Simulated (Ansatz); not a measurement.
Frontier orbitals of `[Li][SH]`.

```xyz
3

Li    1.378    0.545   -0.413
S    -0.219   -0.752    0.175
H    -1.158    0.207    0.238
```

Total charge 0; spin multiplicity 1. Correlated methods include outer-core shells of Li, which these sets cover unevenly. The structure was optimised at the PBE0-D4/def2-TZVP level. Basis def2-TZVPP, the Gaussian-basis code of Ansatz.

```
functional  HOMO (eV)  LUMO (eV)
   r2SCAN0      -5.78      -0.84
```

Problem. Give HOMO and LUMO (eV) with LDA (SPW92), PBE, revPBE, BLYP, r2SCAN, B97M-V, PBE0, B3LYP, r2SCANh, HSE06 (plane-wave form), BHLYP, CAM-B3LYP, LC-ωPBE, ωB97X-V, ωB97M-V, HF. (Estimate.)

Solution. Ansatz gave: 
| functional | HOMO | LUMO |
| --- | --- | --- |
| LDA (SPW92) | -4.63 | -1.75 |
| PBE | -4.51 | -1.83 |
| revPBE | -4.46 | -1.91 |
| BLYP | -4.36 | -1.90 |
| r2SCAN | -4.71 | -1.04 |
| B97M-V | -4.72 | -1.69 |
| PBE0 | -5.63 | -1.32 |
| B3LYP | -5.41 | -1.61 |
| r2SCANh | -5.14 | -0.96 |
| HSE06 (plane-wave form) | -5.23 | -1.61 |
| BHLYP | -6.63 | -1.07 |
| CAM-B3LYP | -6.93 | -0.92 |
| LC-ωPBE | -8.30 | -0.17 |
| ωB97X-V | -7.94 | -0.14 |
| ωB97M-V | -7.80 | -0.76 |
| HF | -8.24 | -0.09 |

B3LYP here is the variant with VWN-RPA as its local correlation; programs differ in this. LC-ωPBE has ω = 0.4 bohr⁻¹.
